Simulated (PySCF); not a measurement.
## Telling isomers of C$_{3}$H$_{3}$F$_{3}$ apart by NMR

Theoretical values (PySCF): couplings computed with B3LYP/pcJ-1, PBE0-D3(BJ)/def2-SVP structure, shieldings: GIAO PBE0/pcSseg-1. One computed conformer, non-relativistic, no solvent, fast rotation and ring inversion assumed for equivalent nuclei.

References, each an isolated molecule treated in the same way: TMS for $^{1}$H, $^{13}$C. Multiplet labels drop J under 1 Hz and among equivalent protons, and merge close values. Unscaled 3J(H,H) run several per cent high. Vicinal couplings that depend on rotamer populations or ring flexing (ring, CH–CH, X–H and H–F types) are those of the one conformer. One-bond C–F couplings are unscaled and too large by tens of Hz. Shifts are as computed. Against solution values, carbons near 30 ppm lie about +2 ppm off and those near 130 ppm about +5 ppm. Of 1211 compounds with measured shifts, 218 miss one by over three times the rms of a fit or turn the order of signals round; such compounds aren't used in these exercises.

(1) Tabulate the signals of `F/C=C(\F)CF`, `FCC=C(F)F`, `F/C=C(/F)CF` and their relative energies.

(2) What is the quickest way to tell F/C=C(\F)CF from FCC=C(F)F?

(3) What is the quickest way to tell F/C=C(\F)CF from F/C=C(/F)CF?

(4) What is the quickest way to tell FCC=C(F)F from F/C=C(/F)CF?

Results:

(1) 
| SMILES | carbon types | δC | δH | E rel. (kcal/mol) |
| --- | --- | --- | --- | --- |
| F/C=C(\F)CF | 1×C 1×CH 1×CH2 | 150.0, 140.3, 78.7 | 6.56 (m, 1H), 5.00 (m, 2H) | 9.3 |
| FCC=C(F)F | 1×C 1×CH 1×CH2 | 168.2, 80.7, 75.4 | 4.94 (ddt, 2H), 4.61 (dtd, 1H) | 0.0 |
| F/C=C(/F)CF | 1×C 1×CH 1×CH2 | 159.5, 150.2, 74.1 | 7.29 (ddd, 1H), 5.08 (ddd, 2H) | 9.0 |

Energies are electronic energies at PBE0/pcSseg-1 on these geometries, without zero-point or thermal terms, each for the one conformer computed, which needn't be the lowest.

(2) Both give the same number of carbon signals, with the same numbers of each carbon type, so the positions decide. The first has an alkene CH at 140.3 ppm, the second an alkene CH at 80.7 ppm. Their most deshielded carbons lie at 150.0 and 168.2 ppm. In the proton spectra the most deshielded non-exchanging signals are 6.56 (m, 1H) and 4.94 (ddt, J = 55.2, 9.7, 2.1 Hz, 2H).

(3) Both give the same number of carbon signals, with the same numbers of each carbon type, so the positions decide. The first has an alkene CH at 140.3 ppm, the second an alkene CH at 150.2 ppm. Their most deshielded carbons lie at 150.0 and 159.5 ppm. In the proton spectra the most deshielded non-exchanging signals are 6.56 (m, 1H) and 7.29 (ddd, J = 83.9, 5.7, 1.8 Hz, 1H).

(4) Both give the same number of carbon signals, with the same numbers of each carbon type, so the positions decide. The first has an alkene CH at 80.7 ppm, the second an alkene CH at 150.2 ppm. Their most deshielded carbons lie at 168.2 and 159.5 ppm. In the proton spectra the most deshielded non-exchanging signals are 4.94 (ddt, J = 55.2, 9.7, 2.1 Hz, 2H) and 7.29 (ddd, J = 83.9, 5.7, 1.8 Hz, 1H).
